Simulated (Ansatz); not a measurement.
Ansatz (a quantum-chemistry and plane-wave program) input (MP2/def2-SVPD):

Ansatz 0.2 input:
```yaml
crystal:
  periodic: [false, false, false]
  atoms:
    - {symbol: C, position_ang: [0.00394345, 0.00524516, 0.76725426]}
    - {symbol: Cl, position_ang: [-0.01752138, 1.48253369, -0.22626440]}
    - {symbol: Cl, position_ang: [0.01529894, -1.48548974, -0.20614288]}
    - {symbol: H, position_ang: [-0.89039947, -0.00050138, 1.37837936]}
    - {symbol: H, position_ang: [0.90452024, 0.01928333, 1.36901878]}
basis:
  gaussian:
    orbitals: def2-SVPD
magnetization: {spin_polarized: false}
correlation: {method: mp2, electrons: outside_noble_gas}
output: {forces: true}
```

Output:

```
Functional definition: HF
integrals: 0.05 GiB planned
850 factors; integrals over basis functions are off by at most 1.2e-3 eV
mean field: 0.28 GiB planned
mean field evaluation 1: about -26059.6369 eV, gradient 1.7e1 eV
mean field evaluation 2: about -26059.7466 eV, gradient 1.8e1 eV
mean field evaluation 4: about -26060.7421 eV, gradient 2.1e0 eV
mean field evaluation 8: about -26060.7661 eV, gradient 9.4e-2 eV
mean field -26060.76614748 eV, -957.7154912980 hartree, gradient 8.9e-7 eV, S^2 0.000000; 0 other end points of the search recorded, 0 dependent functions left out
11 core orbitals not correlated
reference -26060.76614748 eV, -957.7154912980 hartree; 10, 10 occupied and 69, 69 virtual orbitals, 850 factors
densities: 0.17 GiB planned
second order -12.02366250 eV of doubles, -0.00000000 eV of singles
the calculation of the forces begins
mean field evaluation 16: about -26060.6305 eV, gradient 8.6e-1 eV
Total energy: -26072.78980997 eV, -958.1573527448 hartree
Atom 0 at     0.003943     0.005245     0.767254 Å, force    -0.002454    -0.003264    -0.477402 eV/Å
Atom 1 at    -0.017521     1.482534    -0.226264 Å, force     0.000884    -0.070430     0.020584 eV/Å
Atom 2 at     0.015299    -1.485490    -0.206143 Å, force    -0.000677     0.070705     0.019627 eV/Å
Atom 3 at    -0.890399    -0.000501     1.378379 Å, force    -0.295353    -0.001774     0.220142 eV/Å
Atom 4 at     0.904520     0.019283     1.369019 Å, force     0.297600     0.004762     0.217049 eV/Å
Dipole moment:     0.001803     0.002398     0.350825 e Å
```
